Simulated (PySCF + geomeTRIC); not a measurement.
Method: PBE0-D4/def2-SVP (PySCF + geomeTRIC). fastk is a local helper that only speeds up exchange builds. No frequencies were computed at this level.

```python
import json, numpy as np
from pyscf import gto, dft
from fastk import lowrank_exchange
atoms = """
C     -0.115200     1.181735     0.000254
C     -1.233263     0.362954     0.006455
C     -1.040370    -1.010766     0.005845
N      0.153756    -1.577259    -0.000339
C      1.215993    -0.790805    -0.006232
C      1.139946     0.594305    -0.006250
H     -0.220068     2.257497     0.000485
H     -2.229078     0.778985     0.011634
H     -1.880585    -1.693280     0.010532
H      2.172204    -1.298196    -0.011175
H      2.036664     1.194829    -0.011210
"""
def scf(charge, spin, dm0=None):
    mol = gto.M(atom=atoms, basis='def2-svp', ecp={}, charge=charge, spin=spin, verbose=3, max_memory=7560)
    mf = dft.KS(mol, xc='pbe0').density_fit(auxbasis="def2-universal-jkfit")
    mf.disp = 'd4'
    mf.grids.level = 3
    mf.conv_tol = 1e-8
    mf.max_cycle = 60
    mf.kernel(dm0)
    if not mf.converged:
        mf = mf.newton().run(mf.mo_coeff, mf.mo_occ).undo_soscf()
    return mf
mf = scf(0, 0)
from pyscf.geomopt.geometric_solver import kernel as optimize
path = []
done, mol = optimize(mf, maxsteps=80, assert_convergence=False, callback=lambda env: path.append((env["energy"], bool(env["g_scanner"].converged))))
res = dict(converged=bool(done and path[-1][1]), energy=path[-1][0], path=[e for e, c in path], xyz=mol.atom_coords(unit="Angstrom").tolist(), nao=mol.nao)
json.dump(res, open("result.json", "w"))
```

Output:

```
converged SCF energy = -247.817861127287
Geometry optimization cycle 1
converged SCF energy = -247.817861126026
cycle 1: E = -247.817861126  dE = -247.818  norm(grad) = 0.0239668
Geometry optimization cycle 2
converged SCF energy = -247.818906853599
cycle 2: E = -247.818906854  dE = -0.00104573  norm(grad) = 0.00403514
Geometry optimization cycle 3
converged SCF energy = -247.818901926732
cycle 3: E = -247.818901927  dE = 4.92687e-06  norm(grad) = 0.00530407
Geometry optimization cycle 4
converged SCF energy = -247.818928642748
cycle 4: E = -247.818928643  dE = -2.6716e-05  norm(grad) = 0.00201205
Geometry optimization cycle 5
converged SCF energy = -247.81893046741
cycle 5: E = -247.818930467  dE = -1.82466e-06  norm(grad) = 0.00109662
Geometry optimization cycle 6
converged SCF energy = -247.818932550873
cycle 6: E = -247.818932551  dE = -2.08346e-06  norm(grad) = 0.000257939
Geometry optimization cycle 7
converged SCF energy = -247.818932601196
cycle 7: E = -247.818932601  dE = -5.03235e-08  norm(grad) = 0.000151595
<class 'geometric.internal.Distance'> : 11
<class 'geometric.internal.Angle'> : 11
<class 'geometric.internal.OutOfPlane'> : 5
<class 'geometric.internal.Dihedral'> : 20
<class 'geometric.internal.TranslationX'> : 1
<class 'geometric.internal.TranslationY'> : 1
<class 'geometric.internal.TranslationZ'> : 1
<class 'geometric.internal.RotationA'> : 1
<class 'geometric.internal.RotationB'> : 1
<class 'geometric.internal.RotationC'> : 1
Step    0 : Gradient = 7.226e-03/1.038e-02 (rms/max) Energy = -247.8178611260
Step    1 : Displace = 1.801e-02/3.063e-02 (rms/max) Trust = 1.000e-01 (=) Grad = 1.217e-03/2.347e-03 (rms/max) E (change) = -247.8189068536 (-1.046e-03) Quality = 0.900
Step    2 : Displace = 4.088e-03/5.618e-03 (rms/max) Trust = 1.414e-01 (+) Grad = 1.599e-03/2.424e-03 (rms/max) E (change) = -247.8189019267 (+4.927e-06) Quality = -0.120
Step    3 : Displace = 1.905e-03/2.758e-03 (rms/max) Trust = 2.044e-03 (-) Grad = 6.067e-04/1.118e-03 (rms/max) E (change) = -247.8189286427 (-2.672e-05) Quality = 0.922
Step    4 : Displace = 1.386e-03/2.470e-03 (rms/max) Trust = 2.891e-03 (+) Grad = 3.306e-04/7.096e-04 (rms/max) E (change) = -247.8189304674 (-1.825e-06) Quality = 0.321
Step    5 : Displace = 1.021e-03/1.376e-03 (rms/max) Trust = 2.891e-03 (=) Grad = 7.777e-05/1.806e-04 (rms/max) E (change) = -247.8189325509 (-2.083e-06) Quality = 0.865
Step    6 : Displace = 2.529e-04/4.309e-04 (rms/max) Trust = 4.088e-03 (+) Grad = 4.571e-05/1.054e-04 (rms/max) E (change) = -247.8189326012 (-5.032e-08) Quality = 0.401
Converged! =D
```

Cost: around 100 core-seconds (rough).
